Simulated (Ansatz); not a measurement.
**SiHClO (SMILES O[Si]Cl): levels of theory compared**

Wanted: a comparison of 6 runs (revPBE/STO-3G, RPA@PBE/STO-3G, UMP2/STO-3G, CCSDT/STO-3G, CCSD/STO-3G, UCCSD(T)/STO-3G) of SiHClO. 

The results are computed with Ansatz 0.2.0.

82 further runs of the same task are left out: 1 that didn't finish, 81 set aside as unsound or not needed.

**1. Starting point**

SiHClO has 4 atoms, charge 0, and is taken as a singlet. SMILES: `O[Si]Cl`. The Si2–O1 distance was set to 3.273 Å, away from the relaxed value. At this shape a bond of the SMILES string is far longer than usual.

Bond lengths: Si2–Cl3 2.110 Å, O1–H4 0.963 Å.

**2. The energy at revPBE/STO-3G (run 1)**

The input, input.yaml:

```yaml
crystal:
  periodic: [false, false, false]
  atoms:
    - {symbol: O, position_ang: [-1.389395, 1.690086, -1.264390]}
    - {symbol: Si, position_ang: [-0.434200, -0.789700, 0.647000]}
    - {symbol: Cl, position_ang: [1.662300, -0.701000, 0.421400]}
    - {symbol: H, position_ang: [-0.738395, 2.220286, -1.735690]}
basis:
  gaussian: {orbitals: STO-3G}
hamiltonian: {xc: {name: revPBE}}
accuracy: high
```

Command:

```
$ ansatz run input.yaml --threads 1 --pin off --max-ram 2610MiB --events-out events.jsonl --progress --plain --runs-dir runs
```

The log of the run:

```text
Warning: RAYON_NUM_THREADS=1 ignored (pool sized by the plan → 1); use --threads N
Functional definition: revPBE
  name "revPBE"
  parameter kappa = 1.245
  parameter beta = 0.06672455060314922
  exchange = pbe_x(kappa = kappa, mu = beta*pi^2/3)
  correlation = pbe_c(beta = beta)
401 factors; integrals over basis functions are off by at most 3.2e-8 eV
mean field evaluation 1: about -22185.8352 eV, gradient 3.2e1 eV
mean field evaluation 2: about -21877.0505 eV, gradient 1.0e2 eV
mean field evaluation 4: about -22197.6857 eV, gradient 9.2e0 eV
mean field evaluation 8: about -22197.6857 eV, gradient 9.2e0 eV
mean field evaluation 16: about -22197.9869 eV, gradient 1.4e-8 eV
mean field evaluation 32: about -22197.8018 eV, gradient 1.9e-4 eV
mean field -22197.98688115 eV, -815.7609715464 hartree, gradient 1.1e-8 eV, S^2 0.000000; 2 other end points of the search recorded, 0 dependent functions left out
reference -22197.98688354 eV, -815.7609716342 hartree; 20, 20 occupied and 4, 4 virtual orbitals, 401 factors
Total energy: -22197.98688354 eV, -815.7609716342 hartree
```

Wall time 2.3 s (1 thread of Arm Neoverse V1, shared host); peak memory 0.096 GiB.

**3. The energy at RPA@PBE/STO-3G (run 2)**

The input, run.yaml:

```yaml
crystal:
  periodic: [false, false, false]
  atoms:
    - {symbol: O, position_ang: [-1.389395, 1.690086, -1.264390]}
    - {symbol: Si, position_ang: [-0.434200, -0.789700, 0.647000]}
    - {symbol: Cl, position_ang: [1.662300, -0.701000, 0.421400]}
    - {symbol: H, position_ang: [-0.738395, 2.220286, -1.735690]}
basis:
  gaussian:
    orbitals: STO-3G
hamiltonian:
  xc: {name: PBE}
correlation:
  method: rpa
  frozen_orbitals: {Cl: 5, H: 0, O: 1, Si: 5}
accuracy: high
```

Command:

```
$ ansatz run run.yaml --threads 1 --pin off --max-ram 2610MiB --events-out events.jsonl --progress --plain --runs-dir runs
```

The log of the run (excerpt; [...] marks lines left out):

```text
Warning: RAYON_NUM_THREADS=1 ignored (pool sized by the plan → 1); use --threads N
Functional definition: PBE
  name "PBE"
[...]
401 factors; integrals over basis functions are off by at most 3.2e-8 eV
[...]
mean field -22190.27260189 eV, -815.4774770123 hartree, gradient 1.1e-8 eV, S^2 0.000000; 3 other end points of the search recorded, 0 dependent functions left out; unrestricted orbitals would lower it
unrestricted determinant -22164.50191026 eV, -814.5304215632 hartree, S^2 1.0057
11 core orbitals not correlated: weight in the atoms' cores, before any rotation towards them, 1.000 or more for the frozen orbitals, at most 0.000 for the correlated occupied ones
reference -22156.94433934 eV, -814.2526859543 hartree; 9, 9 occupied and 4, 4 virtual orbitals, 401 factors
Total energy: -22167.47464023 eV, -814.6396673743 hartree
```

It took 3.3 s on 1 thread of Arm Neoverse V1, shared host; peak memory 0.1 GiB.

Runs 3 to 5 aren't shown in full; the table further down has their settings and results.

**4. The energy at UCCSD(T)/STO-3G (run 6)**

The input, in.yaml:

```yaml
crystal:
  periodic: [false, false, false]
  atoms:
    - symbol: O
      position_ang: [-1.389395, 1.690086, -1.264390]
    - symbol: Si
      position_ang: [-0.434200, -0.789700, 0.647000]
    - symbol: Cl
      position_ang: [1.662300, -0.701000, 0.421400]
    - symbol: H
      position_ang: [-0.738395, 2.220286, -1.735690]
basis:
  gaussian: {orbitals: STO-3G}
magnetization: {spin_polarized: true}
correlation: {method: ccsd_t, frozen_orbitals: {Cl: 5, H: 0, O: 1, Si: 5}}
accuracy: high
scf: {omitted_lower_state_checks: [cluster_reference, increment]}
```

Command:

```
$ ansatz run in.yaml --threads 1 --pin off --max-ram 2610MiB --events-out events.jsonl --progress --plain --runs-dir runs
```

The log of the run:

```text
Warning: RAYON_NUM_THREADS=1 ignored (pool sized by the plan → 1); use --threads N
[... 18 lines left out ...]
11 core orbitals not correlated: weight in the atoms' cores, before any rotation towards them, 1.000 or more for the frozen orbitals, at most 0.000 for the correlated occupied ones
[... 105 lines left out ...]
Total energy: -22166.02166350 eV, -814.5862714647 hartree
Checks for a lower state left out: cluster_reference, increment
```

Wall time 1.7 s (1 thread of Arm Neoverse V1, shared host).

**5. Overview of the runs**

```
run            level  frozen core orbitals  energy (Eh)  wall time
  1    revPBE/STO-3G                     –  -815.760972      2.3 s
  2   RPA@PBE/STO-3G                    11  -814.639667      3.3 s
  3      UMP2/STO-3G                    11  -814.567132      1.2 s
  4     CCSDT/STO-3G                    11  -814.585989     0.91 s
  5      CCSD/STO-3G                    11  -814.583191      0.4 s
  6  UCCSD(T)/STO-3G                    11  -814.586271      1.7 s
```

**6. Outcome**

| quantity | value |
| --- | --- |
| run 6: total energy | -814.58627 Eh |
| run 6: correlation energy (11 core orbitals frozen) | -55.8 mEh |
| run 6: (T) correction | -0.99 mEh |
| run 6: ⟨S²⟩ of the reference determinant | 1.006 |
| run 6: T1 diagnostic | 0.009 |

**Reading.** In run 5 the T1 diagnostic is large, so a single reference may not serve. In runs 2, 4, 5 the log says that unrestricted orbitals would lower the reference, so the values rest on an unstable closed-shell determinant (other closed-shell runs at this shape may share the fault). In runs 1, 2, 3, 4, 5, 6 the basis is minimal, so the values are rough. In runs 1, 2, 5 a closed-shell determinant meets a far-stretched bond, which it describes badly. Spin contamination of the reference: run 3 ⟨S²⟩ = 1.01, run 6 ⟨S²⟩ = 1.01. Where it is this large, the reference is a mixture of spin states, and values that rest on it are in doubt. All runs together took 9.8 s, the longest 3.3 s.
